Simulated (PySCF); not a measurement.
# Gas-phase XPS of phosphorus pentafluoride, computed

Compound: phosphorus pentafluoride, PF₅.
Structure used (PBE0-D3(BJ)/def2-TZVP), in Å, numbered top down from 1:
```xyz
6
PF5 angstrom
F      1.0946   -0.4319   -1.0670
P      0.0036   -0.0047   -0.0077
F      0.7691    1.3088    0.2507
F      0.3254   -1.2584    0.8298
F     -1.0817   -0.0677   -1.1011
F     -1.0875    0.4236    1.0505
```

Computed, not measured: PySCF, delta-SCF UKS SCAN, pcX-3 on the ionised atom, pcseg-2 elsewhere, spin-free X2C. These are vertical core ionisation energies against the vacuum level, from separate self-consistent calculations with and without the core hole.

Q: What binding energy does each computed site have?

A: 
| atom(s) | bonded to | level | binding energy (eV) | 2p1/2 (eV) | above the level's lowest (eV) | count |
| --- | --- | --- | --- | --- | --- | --- |
| F1/F6 | P | F 1s | 694.07 | – | 0.00 | 2 |
| P2 | 5 F | P 2p3/2 | 143.85 | 144.75 | 0.00 | 1 |
| P2 | 5 F | P 1s | 2158.73 | – | 0.00 | 1 |
| F3/F4/F5 | P | F 1s | 695.16 | – | +1.09 | 3 |

Lowest listed F 1s: F1/F6, bonded to P. Highest, 1.09 eV above it: F3/F4/F5, bonded to P. Summing the Pauling electronegativity differences to the bonded atoms, each weighted by its formal bond order, gives -1.79 for the lowest site and -1.79 for the highest; the sum is the same at every site.

Q: Which effective nuclear charge Zeff reproduces each element's mean 1s value in the hydrogen-like formula E = 13.606 eV × Zeff²?

A: F (Z = 9): mean 694.7 eV, Zeff = 7.15, Z − Zeff = 1.85; P (Z = 15): mean 2158.7 eV, Zeff = 12.60, Z − Zeff = 2.40. Means run over the listed sites, weighted by atom count.

The first atom of each set that the bonding makes equivalent was ionised and stands for the set. The 2p values aren't plain energy differences: one relaxed spin-free 2p hole is combined with a matrix within the shell (ground-state 2p orbital-energy differences and spin–orbit coupling). 2p3/2, the mean of its two sublevels, lies a third of the splitting below the shell's mean and 2p1/2 two thirds above it; the statistical areas are 2:1. 2p1/2 minus 2p3/2 (ligand field included): P 0.89 eV. Isolated species at its PBE0-D3(BJ)/def2-TZVP geometry, gas phase.
